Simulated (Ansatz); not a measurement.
An input meant for PF₃⁺ (charge 1, doublet).

```yaml
crystal:
  periodic: [true, true, true]
  atoms:
    - {symbol: P, position_ang: [-0.004619, 0.004466, 0.587358]}
    - {symbol: F, position_ang: [1.369797, -0.029651, -0.184829]}
    - {symbol: F, position_ang: [-0.658137, 1.197567, -0.210078]}
    - {symbol: F, position_ang: [-0.707051, -1.172381, -0.192450]}
basis:
  gaussian: {orbitals: def2-mTZVP, fitting: {mean_field: def2-universal-jkfit}}
total_charge: 1
magnetization: {spin_polarized: true, initial_magnetization: 1}
hamiltonian: {xc: {name: revPBE}}
scf: {omitted_lower_state_checks: [starts]}
```

```sh
$ ansatz run in.yaml --threads 2 --pin off --events-out ev --progress --plain --max-ram 4352MiB
```

Output, abridged:

```
Error: YAML parse error: error: line 2 column 3: crystal: missing field `lattice` (a structure is typed as `lattice` and `atoms`, a molecule's as `atoms` in Å alone, or read from a run's directory, `checkpoint`)
 --> <input>:2:3
1 | crystal:
2 |   periodic: [true, true, true]
3 |   atoms:
4 |     - {symbol: P, position_ang: [-0.004619, 0.004466, 0.587358]}
```

(1) Something in this input is off. What?

Results:

(1) The species is marked periodic without a cell. The program refused the input.
